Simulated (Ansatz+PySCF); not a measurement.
A calculation with PySCF 2.14.0.

```python
from pyscf import gto, scf, cc

mol = gto.M(atom="""
Si 0.000000 0.000000 0.000000
H 1.843460 0.000000 0.000000
H -1.843460 0.000000 0.000000
""", basis='6-31g', charge=1, spin=1)
mf = scf.UHF(mol)
mf.kernel()
mycc = cc.CCSD(mf, frozen=5).run()
et = mycc.ccsd_t()
print(mf.e_tot, mycc.e_corr, et, mycc.e_tot + et)
```

The script is written out from the run's settings.

Output:

```
Converged                       : yes
Reference energy                : -289.58156 hartree
CCSD correlation energy         : -0.06080 hartree
Triples correction              : -0.00064 hartree
Total energy                    : -289.64299 hartree
Spin squared of the determinant : 0.870
```

This is not the lowest solution: another run reaches a determinant 0.20 eV lower. Caution: the unrestricted determinant is spin contaminated; another reference gives a lower total.
